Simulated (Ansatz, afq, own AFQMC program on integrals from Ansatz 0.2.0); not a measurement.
AFQMC on a folder of integrals that Ansatz 0.2.0 wrote.

```yaml
crystal:
  periodic: [false, false, false]
  atoms:
    - {symbol: Br, position_ang: [0.000000, 0.000000, 0.000000]}
basis:
  gaussian: {orbitals: aug-cc-pVTZ}
magnetization: {spin_polarized: true, initial_magnetization: 1}
correlation: {method: ccsd_t, electrons: outside_noble_gas, hamiltonian_folder: ham}
```

```sh
$ ansatz run in.yaml --threads 1 --pin off --events-out ev --progress --plain --max-ram 24576MiB --backend cuda --devices 0, --max-vram 18GiB
```

Options of the walk:

```
--method free --trial cisd --walkers 4000 --time-step 0.03 --max-blocks 4000 --target-error 0.00019 --factor-cut 1e-05 --seed 5192 --times 0,0.3,0.6,1.2,1.8,2.4,3.6,4.8,6 --taylor-order 8
```

Times are imaginary, in 1/Eh. The walk had a cap of 69 s. Filled inner d shells are frozen with the cores.

Output of the walk:

```
orbitals 45  electrons 4 3  factors 308 of 376
reference energy -2572.44549839 Eh
CCSD correlation -0.15580512 Eh in 9 cycles, weight of the determinant in the CISD state 0.9330
repeat  energy at the last time / Eh  error
    10  -2572.606971  0.000098
    20  -2572.606997  0.000072
    30  -2572.607007  0.000059
time / (1/Eh)  energy / Eh  error  mean overlap
  0.00  -2572.601313  0.000012  1.0719
  0.30  -2572.604913  0.000023  1.0724
  0.60  -2572.606080  0.000029  1.0733
  1.20  -2572.606753  0.000028  1.0762
  1.80  -2572.606947  0.000026  1.0779
  2.40  -2572.606985  0.000034  1.0804
  3.60  -2572.607028  0.000045  1.0849
  4.80  -2572.607061  0.000057  1.0864
  6.00  -2572.607010  0.000057  1.0893
energy -2572.607010 +/- 0.000057 Eh
```

The run passed its tests (error under three times the target), which doesn't prove that it has relaxed.

Against this walk (error 1.5 meV) on the same determinant: CCSD(T) 19.4 meV higher, CCSDT(Q) 0.7 meV lower (within the noise). The error is statistical, and a free projection of finite length keeps a remainder of its start.

Cautions: remainder of the start not in the error; no relativity below Rb; no spin-orbit coupling; inner d shell frozen.

The walk took 58 s on 1 × NVIDIA H100 80GB HBM3 with 2 threads of AMD EPYC 7R13 Processor (Zen 3), with other jobs on the host (the card was shared). The log's last line is the free-projection energy.

CCSDT and higher add their correlation energy to the determinant of the CCSD(T) run, since their own runs factorise the integrals more tightly (a shift of under 2 meV). A walk keeps the symmetry of its determinant, which the program's search chose and which needn't be the lowest solution, so a lower state of the same spin and another symmetry isn't excluded.
